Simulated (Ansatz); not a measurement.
Predicting the next basis: CCSD(T) on Cl2 (chlorine)

The species is Cl2 (2 atoms), meant as a singlet with charge 0. As SMILES, `ClCl`. The coordinates come from a PBE0-D4/def2-TZVP relaxation.

CCSD(T) correlation energies, 10 core orbitals frozen (Ansatz 0.2.0):

| basis | X | correlation energy (Eh) |
| --- | --- | --- |
| cc-pVDZ | 2 | -0.301856 |
| cc-pVTZ | 3 | -0.427382 |
| cc-pVQZ | 4 | ? |

Problem. Take E(X) = E∞ + A/X³, fix the two constants on the known rows and predict the third.

Solution. 
1. A = (-0.301856 − (-0.427382))/(1/8 − 1/27) = 1.42703 Eh.
2. E∞ = -0.427382 − 1.42703/27 = -0.480235 Eh.
3. X = 4: -0.480235 + 1.42703/64 = -0.457938 Eh.

The run gave -0.468137 Eh, so the prediction is off by +10.2 mEh, 25 % of the last step. The small sets lie short of the range where X⁻³ holds, so the true step is larger than predicted.
